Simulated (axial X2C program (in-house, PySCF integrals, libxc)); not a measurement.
## Outer orbitals of CCl⁺ at 1.542 Å, PBE50

Computed with an in-house relativistic program for diatomic molecules. Spin-free means the one-electron spin-free X2C Hamiltonian; two-component (2c) means X2C with spin–orbit coupling and atomic mean-field two-electron Coulomb and Gaunt terms, so the difference of the two also holds small scalar two-electron terms. Basis: Cl dyall-av3z [9s8p3d2f], C dyall-v3z [7s6p2d1f] (cores contracted in-house); Gaussian nuclei, density fitting, unrestricted open shells. Masses: Cl 34.969 u, C 12.000 u.

The distance is close to the 2c PBE0 minimum; the highest filled and lowest empty levels are listed.

Spin-free orbitals, state M_S = 0, Λ = 0 (closed shell) (Löwdin shares):

```tsv
symmetry	occupied	ε (eV)	atomic character
σα	yes	-27.95	49% Cl p, 23% C s, 20% Cl s
π-α	yes	-22.07	75% Cl p, 19% C p, 4% C d
π+α	yes	-22.07	75% Cl p, 19% C p, 4% C d
σα	yes	-20.30	45% C p, 29% C s, 16% Cl p
π+α	no	-10.55	61% C p, 17% Cl d, 17% Cl p
π-α	no	-10.55	61% C p, 17% Cl d, 17% Cl p
σα	no	-4.94	46% Cl d, 29% Cl p, 11% C p
σα	no	-3.90	82% Cl s, 5% Cl p, 4% C p
```

One partner of each degenerate Kramers or spin pair is listed.

Spinors with spin–orbit coupling (state Ω = 0):

| ω | occupied | ε (eV) | atomic character | λ mixture |
| --- | --- | --- | --- | --- |
| 1/2 | yes | -27.95 | 49% Cl p, 23% C s, 20% Cl s | 100% σ |
| 1/2 | yes | -22.10 | 75% Cl p, 19% C p, 4% C d | 100% π |
| 3/2 | yes | -22.03 | 75% Cl p, 19% C p, 4% C d | 100% π |
| 1/2 | yes | -20.30 | 45% C p, 29% C s, 16% Cl p | 100% σ |
| 1/2 | no | -10.55 | 61% C p, 17% Cl d, 17% Cl p | 100% π |
| 3/2 | no | -10.54 | 61% C p, 17% Cl d, 17% Cl p | 100% π |
| 1/2 | no | -4.94 | 46% Cl d, 29% Cl p, 11% C p | 100% σ |
| 1/2 | no | -3.90 | 82% Cl s, 5% Cl p, 4% C p | 100% σ |

One partner of each degenerate Kramers or spin pair is listed.

Mulliken charges and populations of the two-component result (they depend on the basis, above all on diffuse functions):

Cl 0.60 e (s 5.87 p 10.42 d 0.09 f 0.01), C 0.40 e (s 3.87 p 1.63 d 0.10 f 0.01).

The state is one determinant whose occupation by symmetry is held fixed; it was picked as the lowest of a PBE0 search that is not exhaustive.
